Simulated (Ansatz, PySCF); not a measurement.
Species: C₃H₅, net charge 0, doublet state. It need not be the lowest isomer of its formula. 
Geometry from a B3LYP-D3(BJ)/def2-TZVP (Ansatz, a first-principles code) optimisation:
SMILES: [CH]1CC1
```xyz
8

C      0.0011     0.8829    -0.0327
C      0.7658    -0.3607     0.0513
C     -0.7666    -0.3587     0.0522
H      0.0017     1.6893    -0.7486
H      1.2944    -0.7185    -0.8271
H      1.2504    -0.6199     0.9873
H     -1.2508    -0.6168     0.9889
H     -1.2972    -0.7153    -0.8255
```
Charge 0, spin multiplicity 2.

Dipole moments at this geometry, in debye (magnitudes).

```
level                program  dipole (D)
-------------------  -------  ----------
HF/def2-TZVPD          PySCF        0.53
r2SCAN/def2-TZVPD     Ansatz        0.59
B3LYP/def2-TZVPD       PySCF        0.61
MN15/def2-TZVPD        PySCF        0.59
wB97M-V/def2-TZVPD    Ansatz           ?
CCSD(T)/aug-cc-pVDZ   Ansatz           ?
```

Task: Some entries are withheld; supply them.

Result: 
- wB97M-V/def2-TZVPD, dipole (D): 0.62
- CCSD(T)/aug-cc-pVDZ, dipole (D): 0.59
